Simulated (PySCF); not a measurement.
## AlOCl: PBE0 against B3LYP

Base calculation in PySCF with density fitting and no spin–orbit coupling, PBE0/def2-TZVP (no relativity): singlet, C∞v, Al–Cl 2.059 Å, Al–O 1.592 Å; Cl–Al–O 180.0°; wavenumbers 180 (×2), 495, 1137 cm⁻¹; dipole moment 3.99 D, gap between the highest occupied and lowest empty levels 5.29 eV, polar-tensor charge of Al 1.17 e, atomisation energy (no zero-point energy) 907 kJ/mol.

Q: What changes on going to B3LYP/def2-TZVP (no relativity)?

A: The point group stays the same. Changes: mean bond to Al +0.006 Å, smallest bond angle 0.0 degrees, highest wavenumber -15 cm⁻¹, lowest wavenumber -4 cm⁻¹, dipole moment -0.08 D, gap between the highest occupied and lowest empty levels -0.54 eV, polar-tensor charge of Al -0.03 e, atomisation energy (no zero-point energy) 0 kJ/mol. The new structure has Al–Cl 2.068 Å, Al–O 1.597 Å; Cl–Al–O 180.0°, with wavenumbers 176 (×2), 484, 1122 cm⁻¹.

Each species is the lowest minimum found with this bonding; other isomers or fragments can lie lower.
